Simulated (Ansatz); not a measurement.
H₄NSSi, SMILES N[SiH2][S]: a ladder of basis sets, run with the Python package of Ansatz (0.2.0).

`h4nssi_basis.py`
```python
import argparse
import warnings

import ansatz as az
from ase import Atoms

parser = argparse.ArgumentParser(description='How the energy of H4NSSi converges with the basis.')
parser.add_argument('--method', required=True, help='wavefunction method')
args = parser.parse_args()


def main() -> None:
    warnings.simplefilter('ignore', az.DeckWarning)

    atoms = Atoms(['N', 'Si', 'S', 'H', 'H', 'H', 'H'], positions=[
        [-0.6618, -0.0032, -0.8593],
        [0.6458, -0.0011, 0.1456],
        [-0.3082, -0.1752, 2.0202],
        [-1.2166, 0.8121, -0.5265],
        [-1.2402, -0.8042, -0.6681],
        [1.37, 1.3003, 0.0176],
        [1.4722, -1.1967, -0.1752],
    ])
    h4nssi = az.Crystal.molecule_from_ase(atoms)

    setup = h4nssi.calculation()
    setup = setup.correlation(args.method)
    setup = setup.spin('collinear', total=1)

    energies = {}
    for basis in ['cc-pVDZ', 'cc-pVTZ']:
        summary = setup.basis(gaussian=basis).run().report
        size = summary['n_frozen'] + summary['n_occupied'][0] + summary['n_virtual'][0]
        energies[basis] = (summary['reference_energy_ev'] / 27.211386246, summary['free_energy_ev'] / 27.211386246)
        print(f'{basis:14s} {size:4d} orbitals  reference {energies[basis][0]:14.6f} Ha  total {energies[basis][1]:14.6f} Ha')

    small, large = (energies[b][1] - energies[b][0] for b in ('cc-pVDZ', 'cc-pVTZ'))
    limit = (3 ** 3 * large - 2 ** 3 * small) / (3 ** 3 - 2 ** 3)
    print(f'correlation energy: {small:.6f} and {large:.6f} Ha, extrapolated {limit:.6f} Ha')
    print(f'share caught by the larger set: {100 * large / limit:.1f} %')


if __name__ == '__main__':
    main()
```

How far does the total energy move along this ladder of basis sets?

Against cc-pVDZ: cc-pVTZ -165.7 mHa. The last step alone is -165.67 mHa. From the first set to the last the time grows from 2.9 to 13.9 s.

The run itself:

```console
$ python h4nssi_basis.py --method mp2
cc-pVDZ          70 orbitals  reference    -743.255817 Ha  total    -743.633301 Ha
cc-pVTZ         154 orbitals  reference    -743.314420 Ha  total    -743.798966 Ha
correlation energy: -0.377484 and -0.484545 Ha, extrapolated -0.529624 Ha
share caught by the larger set: 91.5 %
```

Notes:
- The drop along the ladder measures the basis error, and is no property of the molecule.
- The geometry is a force-field or estimated start, not a minimum of this method, and the last set is no limit. Much of the fall in a total is atomic energy, which cancels in bond and reaction energies.
- The species is open-shell (spin multiplicity 2).
- Inner cores stay frozen, so this is valence correlation.
- For Al to Cl the sets with a tight d function, cc-pV(X+d)Z, are usual.
- An extrapolation from small basis sets is rough.
- Run time: 17 s on 1 thread of Arm Neoverse V1, on a shared host, peak memory 0.39 GiB.
